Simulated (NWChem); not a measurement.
Program: NWChem. System: Si2, charge 1, spin multiplicity 4, at the geometry of a parent with another charge or spin, in a state set for the comparison that need not be this species' ground state. Its SCF solution wasn't tested for a lower state. Level: UB2PLYP/def2-TZVP, 10 core orbitals frozen.

The NWChem input:

```
start mol
memory heap 200 mb stack 900 mb global 1100 mb
charge 1
geometry units angstroms nocenter noautoz
  Si     0.000000     0.000000     1.076635
  Si     0.000000     0.000000    -1.076635
  symmetry group D2h
end
basis spherical
  * library def2-tzvp
end
dft
  xc hfexch 0.53 becke88 0.47 lyp 0.73 mp2 0.27
  dftmp2
  odft
  mult 4
  semidirect memsize 60000000 filesize 0
  iterations 100
end
mp2
  freeze core 10
end
task dft energy
```

Output (cleaned and shortened):

```
             Northwest Computational Chemistry Package (NWChem) 7.3.0
             --------------------------------------------------------

                                NWChem Input Module
                                -------------------

 Scaling coordinates for geometry "geometry" by  1.889725989
 (inverse scale =  0.529177249)

 Turning off AUTOSYM since
 SYMMETRY directive was detected!

                             Geometry "geometry" -> ""
                             -------------------------

 Output coordinates in angstroms (scale by  1.889725989 to convert to a.u.)

  No.       Tag          Charge          X              Y              Z
 ---- ---------------- ---------- -------------- -------------- --------------
    1 Si                  14.0000     0.00000000     0.00000000     1.07663500
    2 Si                  14.0000     0.00000000     0.00000000    -1.07663500

 Effective nuclear repulsion energy (a.u.)      48.1680146029

            Nuclear Dipole moment (a.u.)
            ----------------------------
        X                 Y               Z
 ---------------- ---------------- ----------------
     0.0000000000     0.0000000000     0.0000000000

      Symmetry information
      --------------------

 Group name             D2h
 Group number             26
 Group order               8
 No. of unique centers     1

      Symmetry unique atoms

     1


 Summary of "ao basis" -> "" (spherical)
 ------------------------------------------------------------------------------
       Tag                 Description            Shells   Functions and Types
 ---------------- ------------------------------  ------  ---------------------
 *                         def2-tzvp                  on all atoms

  dft_input: which_mp2 not specified, using semidirect MP2 by default.

                                 NWChem DFT Module
                                 -----------------

 Summary of "ao basis" -> "ao basis" (spherical)
 ------------------------------------------------------------------------------
       Tag                 Description            Shells   Functions and Types
[...]
     2   0 2 0    -15.744537    -11.463381     -4.281156      0.000000
     2   0 1 1      0.000000      0.000000      0.000000      0.000000
     2   0 0 2     -9.919668    -71.734318    -54.087820    115.902470

                   NWChem MP2 Semi-direct Energy/Gradient Module
                   ---------------------------------------------

  Basis functions       =     74
  Molecular orbitals    =     74
  Frozen core           =     10
  Frozen virtuals       =      0
  Active alpha occupied =      5
  Active beta occupied  =      2
  Active alpha virtual  =     59
  Active beta virtual   =     62
  Use MO symmetry       = T
  Use skeleton AO sym   = T

  AO/Fock/Back tols     =   1.0D-09  1.0D-09  1.0D-09

 GA uses MA = F    GA memory limited = T

 Available:
  local mem=  4.43D+07
 global mem=  1.44D+08
 local disk=  0.00D+00
  mp2_memr nvloc                    59
  nvloc new                    59
   1 passes of   5:        4194304                      25915                   2761674.
   1 passes of   5: M     44322540           G      144168248           F      40128236.

 Semi-direct pass number   1 of   1  for UHF alpha       at        1.2s
  vrange nnbf                  2744
  mp2_eaftype                    10  avail_ma_in_mb                   386
 EAF : mp2_eaftype filesize          10    1380837.
  mp2_eaf for mointskh                     10
Node 0 wrote      6.5 Mb in      0.0 s     Agg I/O rate:  1527.3 Mb/s
 Done moints_semi at        2.3s
  mp2_eaftype                    10  avail_ma_in_mb                   386
 EAF : mp2_eaftype filesize          10    1380837.
  mp2_eaf for kh                    10
 Done maket at        2.3s
 Done multipass loop at        2.3s

 GA uses MA = F    GA memory limited = T

 Available:
  local mem=  4.43D+07
 global mem=  1.44D+08
 local disk=  0.00D+00
  mp2_memr nvloc                    62
  nvloc new                    62
   1 passes of   2:        4194304                      17368                   1166312.
   1 passes of   2: M     44322540           G      144168248           F      40128236.

 Semi-direct pass number   1 of   1  for UHF beta        at        2.3s
  vrange nnbf                  2744
  mp2_eaftype                    10  avail_ma_in_mb                   386
 EAF : mp2_eaftype filesize          10     583156.
  mp2_eaf for mointskh                     10
Node 0 wrote      2.7 Mb in      0.0 s     Agg I/O rate:  1827.1 Mb/s
 Done moints_semi at        3.4s
  mp2_eaftype                    10  avail_ma_in_mb                   386
 EAF : mp2_eaftype filesize          10     583156.
  mp2_eaf for kh                    10
 Done maket at        3.4s
 Done multipass loop at        3.4s

          -------------------------------------------
          DFT energy                    -578.285652844401
          Unscaled MP2 energy             -0.176929442664
          Total DFT+MP2 energy          -578.333423793920
          -------------------------------------------

 -----------------------
 Performance information
 -----------------------

 Timer overhead =  1.57D-07 seconds/call

               Nr. of calls         CPU time (s)                 Wall time (s)                GFlops
             ---------------    -------------------     ------------------------------   -------------------
Name         Min   Avg   Max    Min     Avg     Max     Min     Avg     Max   Mx/calls   Min     Max     Sum
mp2: moin     2     2     2    2.1     2.1     2.1      2.1     2.1     2.1     1.1      0.0     0.0     0.0
mp2: make     2     2     2   2.45E-2 2.45E-2 2.45E-2  2.45E-2 2.45E-2 2.45E-2 1.22E-2   0.0     0.0     0.0
mp2: tota     1     1     1    2.2     2.2     2.2      2.2     2.2     2.2     2.2      0.0     0.0     0.0

 The average no. of pstat calls per process was 5.00D+00
 with a timing overhead of 7.87D-07s

 Task  times  cpu:        3.3s     wall:        3.3s

 Total times  cpu:        3.4s     wall:        3.4s
```
